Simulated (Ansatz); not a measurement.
I need a ranking of conformers of C3H6S2, SMILES CCC(=S)S. Use Ansatz's Python interface. Settings (for the species named): PBE0, cc-pVDZ basis, multiplicity 1.

The script, `c3h6s2.py`:
```python
"""Conformer energies of C3H6S2."""

import ansatz as az
from rdkit import Chem
from rdkit.Chem import AllChem

BASIS_SET = "cc-pVDZ"
XC = "pbe0"


def main() -> None:
    rd = Chem.AddHs(Chem.MolFromSmiles("CCC(=S)S"))
    ids = list(AllChem.EmbedMultipleConfs(rd, numConfs=20, randomSeed=733, pruneRmsThresh=0.4))
    field = [energy for _, energy in AllChem.MMFFOptimizeMoleculeConfs(rd)]
    distinct = {round(e, 2): i for i, e in zip(ids, field)}
    chosen = sorted(distinct.items())[:4]
    found = []
    for force_field, index in chosen:
        c3h6s2 = az.Crystal.molecule()
        for atom, xyz in zip(rd.GetAtoms(), rd.GetConformer(index).GetPositions()):
            c3h6s2 = c3h6s2.atom(atom.GetSymbol(), xyz.round(5).tolist())
        setup = c3h6s2.calculation()
        setup = setup.basis(gaussian=BASIS_SET).functional(XC)
        found.append(setup.run(threads=1).report["free_energy_ev"])
    print("conformer   MMFF (kcal/mol)   this level (eV)")
    for (force_field, index), e in zip(chosen, found):
        print(f"{index:9d} {force_field - chosen[0][0]:17.2f} {(e - min(found)):17.3f}")


if __name__ == "__main__":
    main()
```

`python c3h6s2.py` gives:
```text
conformer   MMFF (kcal/mol)   this level (eV)
        0              0.00             0.000
        2              2.37             0.081
```

The conformers keep their force-field geometries. It ran for 11 s on 1 thread of Arm Neoverse V1, with other jobs on the host, peak memory 0.35 GiB.
